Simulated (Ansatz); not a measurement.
Compare A (`C/C=C/CF`) with its isomer B (`FC1CCC1`).

Program: Ansatz. Geometries: PBE0-D4/def2-TZVP. ΔE: electronic, gas phase. CCSD(T)/CBS adds triple-zeta CCSD(T) − MP2 to the extrapolated MP2 energy (def2 sets, frozen cores). DFT in def2-TZVPP. B3LYP here is the variant with VWN-RPA as its local correlation; programs differ in this. One conformer a species, not always the lowest.

(1) Which isomer does CCSD(T)/CBS put lower? Give the gap. (Best estimate.)

(2) Give E(B) − E(A) in kcal/mol with B3LYP-D4, LDA (SPW92), CCSD/def2-TZVPP, CCSD(T)/def2-SVP, HF/def2-TZVPP, MP2/def2-TZVPP, BLYP-D4. (Estimate.)

(3) Does the order hold for the free energy at 298.15 K (harmonic terms from PBE0-D4)? (Estimate.)

Largest T1 diagnostic: 0.010.

Answers

(1) Computed: A, by 1.3 kcal/mol.

(2) The calculation gave: B3LYP-D4 4.5, LDA (SPW92) -3.6, CCSD/def2-TZVPP 0.9, CCSD(T)/def2-SVP 1.0, HF/def2-TZVPP 5.2, MP2/def2-TZVPP -0.7, BLYP-D4 6.4. The order is the other way round with LDA (SPW92), MP2/def2-TZVPP.

(3) The calculation gave: Yes: G(B) − G(A) = +3.7 kcal/mol, for one conformer each.

From r2SCAN to r2SCAN0 (25 % exact exchange), in def2-TZVPP and without D4, E(B) − E(A) moves by −1.7 kcal/mol. Leaving LDA and LC-ωPBE aside and taking each functional with its dispersion term where it has one, the values, not all of them listed here, spread over 8.9 kcal/mol, from PBE-QIDH to BLYP-D4. LDA lies −4.4 kcal/mol from PBE without D4.
